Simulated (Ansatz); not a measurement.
**Energy profile**

The step: CH₆Si ([CH3][SiH3]) + SiH₄ → CH₆Si ([CH3][SiH3]) + SiH₄; bonds formed: Si1–H7, C2–Si6; bonds broken: Si1–C2, Si6–H7 (atoms numbered as in the saddle structure below).

```xyz
13
angstrom
Si -0.7924 0.8617 -0.7506
C 0.5014 -0.8192 -0.6933
H -1.4340 0.1233 -1.9026
H -0.1286 2.0086 -1.4278
H -1.9920 1.1481 0.0884
Si 0.3384 -0.2090 1.3326
H 0.0941 1.2985 0.6163
H 1.6335 0.3403 1.8182
H 0.4773 -1.6864 1.6185
H -0.8896 0.1042 2.1194
H 0.7549 -0.3661 -1.6620
H 1.4960 -1.0678 -0.2968
H -0.0588 -1.7359 -0.8603
```

Electronic energies by CCSD(T) at an estimated basis limit (MP2 extrapolated from triple and quadruple zeta, plus CCSD(T) − MP2 in triple zeta), on PBE0-D4/def2-TZVP structures; CH10Si2, closed shell; no counterpoise correction. Computed with Ansatz 0.2.0 (basis: def2-TZVPP and def2-QZVPP); correlated methods freeze the cores. Extrapolation: Hartree–Fock as exp(−7.88 √X), correlation as X^−2.97.

(1) Give the profile in eV, counted from the separated reactants. (Judge from chemistry; the value comes from the calculation.)

The T1 diagnostic stays at or below 0.012.

Answers

(1) By the calculation:
```
                                                                                                                       point      eV
separated: CH6Si (linked as [CH3][SiH3]; Si1, C2, H3, H4, H5, H11, H12, H13; singlet) + SiH4 (Si6, H7, H8, H9, H10; singlet)   0.000
                                                                                                             start structure  -0.059
                                                                                                                      saddle   3.042
                                                                                                               end structure  -0.059
separated: SiH4 (Si1, H3, H4, H5, H7; singlet) + CH6Si (linked as [CH3][SiH3]; C2, Si6, H8, H9, H10, H11, H12, H13; singlet)   0.000
```

Ligand swaps between two centres remove the fluorinated layer in thermal atomic layer etching, and scramble precursors in the gas phase.

For scale, one of the runs: CCSD(T)/def2-TZVPP, 255 basis functions, launched by `ansatz run in.yaml --threads 4 --pin off --events-out ev --progress --plain --max-ram 9574MiB`. The run took 100 s on 4 CPU threads of an Arm Neoverse V1 (shared host), with 5.3 GiB of host memory at its peak.
